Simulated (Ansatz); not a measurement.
Species: CS, charge 1, doublet. CS+ (parent SMILES [C-]#[S+], doublet).
B3LYP-D3(BJ)/def2-TZVP minimum from Ansatz (a first-principles code):
```
C
S 1 1.4861
```
Charge +1, spin multiplicity 2.

Hartree-Fock and CCSD correlation energies in hartree (Ansatz). Open shells are spin-unrestricted; no spin-orbit coupling. Cores are frozen in correlated methods. No relativity. The UHF reference of CS+ (parent SMILES [C-]#[S+], doublet) is spin-contaminated (<S^2> up to 0.71 over the pure value in the sets run).

```json
[
 {"basis": "cc-pV(T+d)Z", "X": "3", "E(HF)": "-434.99266", "E(corr, CCSD)": "-0.27108"},
 {"basis": "cc-pV(Q+d)Z", "X": "4", "E(HF)": "-434.99891", "E(corr, CCSD)": "-0.28602"},
 {"basis": "cc-pV(5+d)Z", "X": "5", "E(HF)": "-435.00009", "E(corr, CCSD)": "withheld"}
]
```

Q: Fit E(corr) = E∞ + A/X³ to X = 3 and 4, predict X = 5, and compare with the run.

A: A = (-0.27108 - (-0.28602))/(1/27 - 1/64) = 0.6977; E∞ = -0.28602 - A/64 = -0.29692; at X = 5, E∞ + A/125 = -0.29134. The run gave -0.29140, 0.06 mEh below the prediction. The same form on X = 4 and 5 gives E∞ = -0.29704, 0.12 mEh below the first estimate.
